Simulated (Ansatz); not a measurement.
**H2S (hydrogen sulfide): levels of theory compared**

Aim: a comparison of 6 runs (HF/STO-3G, HF/3-21G, HF/cc-pVDZ, B3LYP/pcseg-2, MP2/3-21G, MRCISD+Q(4,3)/def2-mTZVPP) of H2S (hydrogen sulfide). 

The calculation is run with Ansatz 0.2.0.

5 further runs of the same task are left out: 2 for a known fault of the program, 3 set aside as unsound or not needed.

### 1 Starting point

H2S has 3 atoms, charge 0, and is taken as a singlet. As SMILES, `S`. Geometry: relaxed at PBE0-D4/def2-TZVP.

Bond lengths: S1–H2 1.341 Å, S1–H3 1.341 Å. Angles: H2–S1–H3 92.3°.

### 2 Energy and forces at HF/STO-3G (run 1)

The input, molecule.yaml:

```yaml
crystal:
  periodic: [false, false, false]
  atoms:
    - {symbol: S, position_ang: [0.495500, -0.280600, 0.243900]}
    - {symbol: H, position_ang: [0.097900, 0.997700, 0.162400]}
    - {symbol: H, position_ang: [-0.593400, -0.717100, -0.406300]}
basis:
  gaussian:
    orbitals: STO-3G
magnetization:
  spin_polarized: false
hamiltonian:
  xc: hf
accuracy: high
output:
  forces: true
  orbitals: {seedname: orbitals}
```

Run with:

```sh
$ ansatz run molecule.yaml --threads 1 --pin off --max-ram 2610MiB --events-out events.jsonl --progress --plain --runs-dir runs
```

Log:

```text
Warning: RAYON_NUM_THREADS=1 ignored (pool sized by the plan → 1); use --threads N
Functional definition: HF
  name "HF"
  exchange = exact_x
  correlation = 0
162 factors; integrals over basis functions are off by at most 1.6e-8 eV
mean field evaluation 1: about -10729.2239 eV, gradient 1.1e1 eV
mean field evaluation 2: about -10729.2325 eV, gradient 1.1e1 eV
mean field evaluation 4: about -10729.7605 eV, gradient 1.1e-1 eV
mean field evaluation 8: about -10729.7600 eV, gradient 1.3e-5 eV
mean field -10729.76004896 eV, -394.3114089065 hartree, gradient 1.7e-8 eV, S^2 0.000000; 0 other end points of the search recorded, 0 dependent functions left out
the calculation of the forces begins
reference -10729.76004896 eV, -394.3114089065 hartree; 9, 9 occupied and 2, 2 virtual orbitals, 162 factors
Total energy: -10729.76004896 eV, -394.3114089065 hartree
Atom 0 at     0.495500    -0.280600     0.243900 Å, force    -0.542875     0.305073    -0.267475 eV/Å
Atom 1 at     0.097900     0.997700     0.162400 Å, force     0.153764    -0.441899     0.037208 eV/Å
Atom 2 at    -0.593400    -0.717100    -0.406300 Å, force     0.389111     0.136825     0.230267 eV/Å
Dipole moment:    -0.168662     0.095527    -0.083019 e Å
```

It took 0.06 s on 1 thread of Arm Neoverse V2, shared host.

### 3 Energy and forces at HF/3-21G (run 2)

The input, job.yaml:

```yaml
crystal:
  periodic: [false, false, false]
  atoms:
    - symbol: S
      position_ang: [0.495500, -0.280600, 0.243900]
    - symbol: H
      position_ang: [0.097900, 0.997700, 0.162400]
    - symbol: H
      position_ang: [-0.593400, -0.717100, -0.406300]
basis:
  gaussian:
    orbitals: 3-21G.json
hamiltonian:
  xc: hf
accuracy: high
output: {forces: true, orbitals: {seedname: orbitals}}
```

The basis set 3-21G is read from a file made from the Basis Set Exchange's data (not shown).

Run with:

```sh
$ ansatz run job.yaml --threads 1 --pin off --max-ram 2610MiB --events-out events.jsonl --progress --plain --runs-dir runs
```

Log, cut to the lines that bear on the results:

```text
Warning: RAYON_NUM_THREADS=1 ignored (pool sized by the plan → 1); use --threads N
Functional definition: HF
  name "HF"
[...]
315 factors; integrals over basis functions are off by at most 4.1e-9 eV
[...]
mean field -10794.86969200 eV, -396.7041441556 hartree, gradient 8.5e-9 eV, S^2 0.000000; 0 other end points of the search recorded, 0 dependent functions left out
[...]
reference -10794.86969200 eV, -396.7041441556 hartree; 9, 9 occupied and 8, 8 virtual orbitals, 315 factors
Total energy: -10794.86969200 eV, -396.7041441556 hartree
Atom 0 at     0.495500    -0.280600     0.243900 Å, force     0.000073    -0.001729    -0.000147 eV/Å
Atom 1 at     0.097900     0.997700     0.162400 Å, force     0.144885     0.362163     0.119490 eV/Å
Atom 2 at    -0.593400    -0.717100    -0.406300 Å, force    -0.144958    -0.360434    -0.119343 eV/Å
Dipole moment:    -0.301131     0.170552    -0.148223 e Å
```

Wall time 0.1 s (1 thread of Arm Neoverse V2, shared host).

Runs 3 to 5 aren't shown in full; the table further down has their settings and results.

### 4 A single-point energy at MRCISD+Q(4,3)/def2-mTZVPP (run 6)

The input, in.yaml:

```yaml
crystal:
  periodic: [false, false, false]
  atoms:
    - symbol: S
      position_ang: [0.495500, -0.280600, 0.243900]
    - symbol: H
      position_ang: [0.097900, 0.997700, 0.162400]
    - symbol: H
      position_ang: [-0.593400, -0.717100, -0.406300]
basis:
  gaussian: {orbitals: def2-mTZVPP, symmetry_tolerance_ang: 0.05}
correlation:
  method: fic_mrcisd_q
  active_space: {window: {electrons: 4, orbitals: 3}, shells: [{species: S, l: p, shell: 3}, {species: H, l: s, shell: 1}]}
  frozen_orbitals: {H: 0, S: 5}
output: {orbitals: {seedname: orbitals}}
accuracy: high
```

Run with:

```sh
$ ansatz run in.yaml --threads 1 --pin off --max-ram 2610MiB --events-out events.jsonl --progress --plain --runs-dir runs
```

Log, cut to the lines that bear on the results:

```text
Warning: RAYON_NUM_THREADS=1 ignored (pool sized by the plan → 1); use --threads N
Functional definition: HF
  name "HF"
[...]
653 factors; integrals over basis functions are off by at most 3.5e-9 eV
[...]
mean field -10849.18740672 eV, -398.7002833536 hartree, gradient 3.4e-8 eV, S^2 0.000000; 0 other end points of the search recorded, 0 dependent functions left out
reference -10849.18740672 eV, -398.7002833536 hartree; 9, 9 occupied and 28, 28 virtual orbitals, 653 factors
state -10849.38745678 eV, -398.7076350577 hartree
contracted CI cycle   1: correlation 0.00000000 eV, 0.0000000000 hartree, residual 1.79e1 eV
contracted CI cycle   2: correlation -4.34131095 eV, -0.1595402346 hartree, residual 3.40e0 eV
contracted CI cycle   3: correlation -4.51023553 eV, -0.1657480987 hartree, residual 9.91e-1 eV
contracted CI cycle   4: correlation -4.52827815 eV, -0.1664111526 hartree, residual 3.62e-1 eV
[...]
contracted CI cycle   7: correlation -4.53076327 eV, -0.1665024790 hartree, residual 1.22e-2 eV
contracted CI cycle   8: correlation -4.53076560 eV, -0.1665025648 hartree, residual 3.50e-3 eV
contracted CI cycle   9: correlation -4.53076580 eV, -0.1665025721 hartree, residual 1.02e-3 eV
contracted CI cycle  10: correlation -4.53076582 eV, -0.1665025727 hartree, residual 2.93e-4 eV
contracted CI cycle  11: correlation -4.53076582 eV, -0.1665025728 hartree, residual 8.24e-5 eV
contracted CI cycle  12: correlation -4.53076582 eV, -0.1665025728 hartree, residual 2.37e-5 eV
contracted CI cycle  13: correlation -4.53076582 eV, -0.1665025728 hartree, residual 6.91e-6 eV
contracted CI cycle  14: correlation -4.53076582 eV, -0.1665025728 hartree, residual 1.95e-6 eV
contracted CI cycle  15: correlation -4.53076582 eV, -0.1665025728 hartree, residual 5.29e-7 eV
state -10849.38745678 eV, -398.7076350577 hartree; corrected -10854.27649845 eV, -398.8873040252 hartree
Total energy: -10854.27649845 eV, -398.8873040252 hartree
Checks for a lower state left out: starts, orbital_swaps
```

It took 0.54 s on 1 thread of Arm Neoverse V2, shared host; peak memory 0.16 GiB.

### 5 All runs side by side

| run | level | frozen core orbitals | task | energy (Eh) | dipole moment (D) | HOMO energy (eV) | LUMO energy (eV) | wall time |
| --- | --- | --- | --- | --- | --- | --- | --- | --- |
| 1 | HF/STO-3G | – | gradient | -394.311409 | 1.01 | -7.55 | 12.67 | 0.06 s |
| 2 | HF/3-21G | – | gradient | -396.704144 | 1.81 | -10.69 | 4.89 | 0.1 s |
| 3 | HF/cc-pVDZ | – | gradient | -398.694577 | 1.30 | -10.35 | 4.38 | 0.28 s |
| 4 | B3LYP/pcseg-2 | – | gradient | -399.435270 | 1.18 | -7.28 | 0.07 | 1.9 s |
| 5 | MP2/3-21G | 5 | gradient | -396.765684 | 1.76 | -10.69 | 4.89 | 0.12 s |
| 6 | MRCISD+Q(4,3)/def2-mTZVPP | see input | energy | -398.887304 | – | – | – | 0.54 s |

### 6 Results

| quantity | value |
| --- | --- |
| run 6: total energy | -398.88730 Eh |

**Reading.** Over runs 1, 2, 3, 4, 5 the dipole moment (its size) runs from 1.01 D (HF/STO-3G) to 1.81 D (HF/3-21G). Over runs 1, 2, 3, 4 the HOMO–LUMO gap runs from 7.34 eV (B3LYP/pcseg-2) to 20.22 eV (HF/STO-3G). The two ends differ in method and basis. In run 1 the basis is minimal, so the values are rough. All runs together took 3 s, the longest 1.9 s.
